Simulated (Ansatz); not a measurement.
# CHAl2 (quartet): wave-function methods side by side at a displaced geometry (v2), cc-pVDZ

One table from this session's results is given with a row withheld; the runs are named, their logs left out.

Method: cc-pVDZ, core rule «outside noble gas», up to 11 orbitals frozen; program: Ansatz 0.2.0, Gaussian basis.

Plan: UHF; CCSD(T) on ROHF; CCSD(T) on UHF; BCCD(T) on ROHF; CISD; CCSDT(Q) on ROHF; CCSDT(Q) on UHF.

28 further runs of the same task are left out: 16 that didn't finish, 12 set aside as unsound or not needed.

### The geometry

The geometry is a PBE0/def2-TZVP stationary point (not a proven minimum) with its atoms shifted at random (size 0.100 Å).

4 atoms, charge 0, spin multiplicity 4.

Atoms are counted from 1 here; the program's logs count them from 0.

Bond lengths: Al1–Al2 2.647 Å, Al1–H4 1.765 Å, Al2–C3 1.941 Å, Al2–H4 1.844 Å. Angles: Al2–Al1–H4 44.0°, Al1–Al2–C3 151.0°, Al1–Al2–H4 41.7°, C3–Al2–H4 109.5°, Al1–H4–Al2 94.3°.

Set-up of the first run:

Contents of in.yaml:

```yaml
crystal:
  periodic: [false, false, false]
  atoms:
    - {symbol: Al, position_ang: [0.082317, 0.097920, 1.869467]}
    - {symbol: Al, position_ang: [-0.082557, -0.298914, -0.742451]}
    - {symbol: C, position_ang: [-0.005937, 0.357791, -2.567748]}
    - {symbol: H, position_ang: [0.077172, 1.116950, 0.428415]}
basis:
  gaussian: {orbitals: cc-pVDZ}
magnetization: {spin_polarized: true, initial_magnetization: 3}
hamiltonian: {xc: hf}
output: {orbitals: {seedname: orbitals}}
```

On the command line:

```console
ansatz run in.yaml --threads 1 --pin off --events-out ev --progress --plain --max-ram 2393MiB
```

Among the steps run: UHF; CCSD(T) on ROHF; CCSD(T) on UHF; BCCD(T) on ROHF; CISD; CCSDT(Q) on ROHF; CCSDT(Q) on UHF.

One of the session's tables, all rows but one given; the rest of the session is left out.

```
   method  from RCCSDT(Q) (meV)
     ROHF               +6280.2
      UHF               +6155.4
     RMP2               +1682.1
     UMP2               +1804.4
     CISD                +948.1
    RCCSD                +320.8
    UCCSD                +321.4
 RCCSD(T)                     ?
 UCCSD(T)                 +90.9
  BCCD(T)                 +84.2
   RCCSDT                 +19.8
   UCCSDT                 +19.1
RCCSDT(Q)                     0
UCCSDT(Q)                  -2.3
```

**Question.** Estimate the row for RCCSD(T).

As computed: from RCCSDT(Q) (meV): +90.7. In the column «from RCCSDT(Q) (meV)» it lies between BCCD(T) (+84.2) and UCCSD(T) (+90.9).

To keep in mind: Warnings: spin contamination; coupled cluster took another determinant than the lowest; large T1 diagnostic. Restricted and unrestricted rows rest on different reference determinants; where their highest levels disagree by more than a few hundredths of an eV, they describe different states and don't form one ladder.
